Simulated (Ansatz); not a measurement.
in.yaml

```yaml
crystal:
  periodic: [false, false, false]
  atoms:
    - {symbol: W, position_ang: [0.000000, 0.000000, 0.000000]}
    - {symbol: F, position_ang: [0.000000, 0.000000, 1.827922]}
basis:
  gaussian: {orbitals: def2-SVP}
magnetization: {spin_polarized: false, initial_magnetization: 9}
correlation: {method: sc_nevpt2, electrons: outside_noble_gas, active_space: {window: {electrons: 1, orbitals: 10}, states: [{multiplicity: 2, weights: [1, 1, 0.5, 1]}]}}
```

```sh
$ ansatz run in.yaml --threads 1 --pin off --events-out ev --progress --plain --max-ram 2393MiB
```

Task: How does this run end?

Result: Stopped by an error. The input was made wrong on purpose (far too many unpaired electrons), so the run isn't a sound calculation of what was asked.
```
820 factors; integrals over basis functions are off by at most 8.9e-8 eV
mean field evaluation 1: about -4479.3239 eV, gradient 5.4e1 eV
mean field evaluation 2: about -4479.8446 eV, gradient 5.3e1 eV
mean field evaluation 4: about -4487.8885 eV, gradient 4.6e0 eV
mean field evaluation 8: about -4488.0662 eV, gradient 4.8e-1 eV
mean field evaluation 16: about -4488.0691 eV, gradient 7.5e-6 eV
mean field evaluation 32: about -4488.1033 eV, gradient 5.9e-3 eV
mean field evaluation 64: about -4487.7177 eV, gradient 3.7e-5 eV
mean field evaluation 96: about -4488.0674 eV, gradient 3.9e-2 eV
mean field evaluation 128: about -4487.7096 eV, gradient 9.7e-2 eV
mean field evaluation 160: about -4488.0963 eV, gradient 1.6e-1 eV
mean field evaluation 192: about -4488.0986 eV, gradient 8.6e-1 eV
mean field evaluation 224: about -4487.5798 eV, gradient 2.4e0 eV
mean field evaluation 256: about -4480.6119 eV, gradient 4.9e1 eV
mean field evaluation 288: about -4487.7176 eV, gradient 5.3e-2 eV
mean field evaluation 320: about -4487.1738 eV, gradient 1.2e0 eV
mean field -4488.10326194 eV, -164.9347527307 hartree, gradient 1.2e-6 eV, S^2 24.750000; 18 other end points of the search recorded, 0 dependent functions left out
reference -4488.10326194 eV, -164.9347527307 hartree; 16, 7 occupied and 30, 39 virtual orbitals, 820 factors
Error: 1 electrons in 10 orbitals form no window around the highest filled level of the reference
```
